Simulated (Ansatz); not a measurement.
**Question.** Predict a relaxed structure of B(PH3)H3 (BPH₆), charge 0, singlet, at PBE0-D4/def2-TZVP (Ansatz).

**Answer.** 
```xyz
8

B    -0.423   -0.455    0.902
P     0.315    0.338   -0.672
H     1.709    0.530   -0.725
H    -0.117    1.631   -1.024
H     0.119   -0.322   -1.901
H    -0.100    0.306    1.785
H     0.108   -1.540    0.956
H    -1.611   -0.488    0.679
```
Point group C3v (tolerance 0.1 Å). This is one stationary point.
